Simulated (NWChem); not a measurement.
# Correlation energy of methane (CH₄)

SMILES: C
```xyz
5

C      0.0000     0.0000     0.0000
H      0.0000     0.8966     0.6340
H      0.0000    -0.8966     0.6340
H     -0.8966     0.0000    -0.6340
H      0.8966     0.0000    -0.6340
```
Charge 0, spin multiplicity 1.

The numbers come from NWChem runs, not from measurements. All single points use one geometry, from PBE0/def2-SVP, a minimum by its harmonic frequencies.

Basis set: cc-pVDZ. Each correlation energy counts from its own Hartree-Fock reference.

The correlated methods keep 1 core orbital frozen. Coupled-cluster values serve here as a point of comparison, not as the truth.

For the correlation energy, CCSDT gives -189.4 mHa and RI-MP2 gives -161.6 mHa. What do CR-CCSD[T], CR-CCSD(T) give?

CR-CCSD[T]: -188.6 mHa; CR-CCSD(T): -188.5 mHa.
